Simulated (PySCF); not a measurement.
```xyz
5

C     -0.0361    -0.0368     0.0144
O      1.3137     0.0409     0.1039
H     -0.5394    -0.0643     0.9922
H     -0.3523     0.9084    -0.4696
H     -0.3859    -0.8482    -0.6409
```

Charge 0, multiplicity 2.

Q: Give the Mulliken and meta-Löwdin atomic charges from ωB97X-D3(BJ)/def2-TZVP // PBE0-D3(BJ)/def2-TZVP (PySCF).

A: 
```csv
atom,Mulliken (e),meta-Löwdin (e)
C1,-0.16,-0.10
O2,-0.23,-0.27
H3,0.11,0.11
H4,0.15,0.15
H5,0.11,0.11
```
